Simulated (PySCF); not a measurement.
Vibration and rotation of MgO

UHF-CCSD(T) constants of MgO, ³Π (triplet), unpaired electrons σ ↑, π ↑ (basis Mg aug-cc-pVDZ, O aug-cc-pVDZ; no relativity; PySCF 2.14; masses 23.9850 and 15.9949 u):

| Property | Result |
| --- | --- |
| ωe | 617.2 cm⁻¹ |
| ωexe | 3.83 cm⁻¹ |
| Be | 0.48241 cm⁻¹ |
| αe | 0.00475 cm⁻¹ |
| D (centrifugal) | 1.18e-06 cm⁻¹ |
| De to Mg + O | 2.08 eV |

Q: Give the vibrational terms G(v) and spacings up to v = 6.

A: G(v) = ωe(v+½) − ωexe(v+½)².

```
v  G(v) (cm⁻¹)  G(v) − G(v−1)  Bv (cm⁻¹)
0        307.6                    0.4800
1        917.2          609.5     0.4753
2       1519.1          601.9     0.4705
3       2113.3          594.2     0.4658
4       2699.8          586.6     0.4610
5       3278.7          578.9     0.4563
6       3850.0          571.2     0.4515
```

Q: How well does the Morse estimate ωe²/(4ωexe) reproduce De, and what is D0?

A: It gives 3.08 eV, 148 % of the computed De. D0 = De − G(0) = 2.08 − 0.04 = 2.04 eV.

Correlated steps freeze 2 core orbitals. Correlated levels converge slowly with the basis: in double zeta they bind strong bonds too weakly, by up to about 1 eV, and carry superposition errors of some tenths. The state was picked by a PBE0 search and need not be the measured ground state.
